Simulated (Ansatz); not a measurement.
Results of r²SCAN in Ansatz (PAW) for tetradymite Bi2Se3.

Settings: plane-wave cutoff 560 eV, 10×10×10 k mesh, Fermi–Dirac smearing 0.01 eV, scalar-relativistic PAW data made under PBE.

Shape and atoms are relaxed at each volume.

Pressure at four volumes; x = ln(V/30.236 Å³). One pressure is withheld.

```
V (Å³/atom)        x  P (GPa)
-----------  -------  -------
29.026       -0.0408        ?
29.631       -0.0202    0.440
30.236        0.0000    0.009
31.445        0.0392   -0.434
```

Problem. Pass a parabola P(x) through the three rows shown, estimate the bulk modulus and its pressure derivative near zero pressure, and predict the withheld pressure.

Solution. Slopes between the rows: (0.009 − (0.440))/(0.0000 − (-0.0202)) = -21.34 and (-0.434 − (0.009))/(0.0392 − (0.0000)) = -11.30 GPa. Their difference over the span 0.0594 is c = 10.04/0.0594 = 169.0 GPa, so P(x) = 0.440 + (-21.34)(x − (-0.0202)) + 169.0 (x − (-0.0202))(x − (0.0000)). At the middle row B = −dP/dx = −[-21.34 + 169.0 × 0.0202] = 17.9 GPa, and B′ = dB/dP = 2c/B = 18.9. At x = -0.0408 the parabola gives 1.022 GPa; the run gives 1.028 GPa. The Birch–Murnaghan fit to the energies at all volumes has B0 = 17.3 GPa and B′ = 19.5.

Note: the cell comes from a level without a dispersion term, which matters for the spacing of layers, chains or molecules.

Spin–orbit coupling is not included; it can shift volumes and moduli of such heavy elements.

Ansatz is an electronic-structure program.
